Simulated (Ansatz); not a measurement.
**BH₂+ (singlet): wave-function methods side by side at scale of all distances = 1.000, aug-cc-pVTZ**

Aim: climb from Hartree-Fock through coupled cluster and multireference methods for BH₂+ (singlet) at one geometry and basis, and see what each rung misses.

Computed with Ansatz 0.2.0, Gaussian basis. Level: aug-cc-pVTZ, core rule «outside noble gas», up to 1 orbitals frozen.

Plan: UHF; CCSD(T) on RHF; BCCD(T) on RHF; CCSDT(Q) on RHF; CASSCF and NEVPT2, 4 electrons in 6 orbitals; Full CI.

17 further runs of the same task are left out: 9 that didn't finish, 8 set aside as unsound or not needed.

### 1 The system

The geometry derives from a PBE0/def2-TZVP stationary point (not a proven minimum). All distances are scaled together.

3 atoms, charge 1, spin multiplicity 1.

Atoms are counted from 1 here; the program's logs count them from 0.

Bond lengths: B1–H2 1.179 Å, B1–H3 1.179 Å. Angles: H2–B1–H3 180.0°.

### 2 UHF

Input file in.yaml:

```yaml
crystal:
  periodic: [false, false, false]
  atoms:
    - {symbol: B, position_ang: [0.000000, 0.000000, 0.000000]}
    - {symbol: H, position_ang: [0.000000, 0.000000, -1.179181]}
    - {symbol: H, position_ang: [0.000000, 0.000000, 1.179181]}
basis:
  gaussian: {orbitals: aug-cc-pVTZ}
total_charge: 1
magnetization: {spin_polarized: true, initial_magnetization: 0}
hamiltonian: {xc: hf}
output: {orbitals: {seedname: orbitals}}
```

Command:

```sh
ansatz run in.yaml --threads 1 --pin off --events-out ev --progress --plain --max-ram 2393MiB
```

Further steps of the session: CCSD(T) on RHF; BCCD(T) on RHF; CCSDT(Q) on RHF; CASSCF and NEVPT2, 4 electrons in 6 orbitals; Full CI.

Before running them: what should the planned runs give, taken together? Wanted: FCI below the RHF energy; RMP2 from FCI; RCCSD from FCI; RCCSD(T) from FCI; RCCSDT(Q) from FCI; NEVPT2 valence from FCI; T1 diagnostic; effectively unpaired electrons.

**Answer**, as computed:

| quantity | value |
| --- | --- |
| FCI below the RHF energy | -2.3694 eV |
| RMP2 from FCI | +488.5 meV |
| RCCSD from FCI | +33.4 meV |
| RCCSD(T) from FCI | +7.3 meV |
| RCCSDT(Q) from FCI | +0.1 meV |
| NEVPT2 valence from FCI | +261.1 meV |
| levels within 1 kcal/mol (43 meV) | RCCSD, RCCSD(T), BCCD(T), RCCSDT, RCCSDT(Q) |
| T1 diagnostic | 0.006 |
| effectively unpaired electrons | 0.02 |

RCCSD(T) lands +7.3 meV from the yardstick (0.3 % of the correlation energy). One determinant dominates. These misses are within one basis, not against nature.
